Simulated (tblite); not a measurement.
Q: Give a GFN2-xTB geometry of `CCC(Cl)=C=O`.

A: 
```
atom  x, y, z in Å
C1    -1.290    0.489    0.393
C2    -0.383   -0.516   -0.312
C3     1.060   -0.313    0.057
Cl4    1.534   -0.701    1.702
C5     1.979    0.180   -0.714
O6     2.802    0.600   -1.424
H7    -2.328    0.301    0.132
H8    -1.182    0.403    1.471
H9    -1.036    1.505    0.099
H10   -0.673   -1.531   -0.034
H11   -0.478   -0.414   -1.395
```

Orientation and origin are arbitrary. Atoms count from 1 in this order. Of the pairs four or more bonds apart, Cl4···H8 is among the closest relative to their van der Waals radii: 2.94 Å, 100 % of the sum of Bondi's values. The 3 C–C bonds span 1.298 Å (C3=C5, drawn double) to 1.527 Å (C1–C2, drawn single), a spread of 0.229 Å.

Bonds between heavy atoms (Å): C1–C2 1.527, C2–C3 1.503, C3–Cl4 1.756, C3=C5 1.298, C5=O6 1.165.

Structure optimised with GFN2-xTB, isolated species.

Point group: C1 (no symmetry element, even within 0.4 Å). Its GFN2-xTB frequencies are all real (lowest 58 cm⁻¹). The numbers are those of one conformer (C1–C2–C3–Cl4 69°). 3 starts were optimised and ended at 0.00, 0.00 and 0.32 kcal/mol (GFN2-xTB); the lowest of these is shown.

The numbers are calculated, not measured.
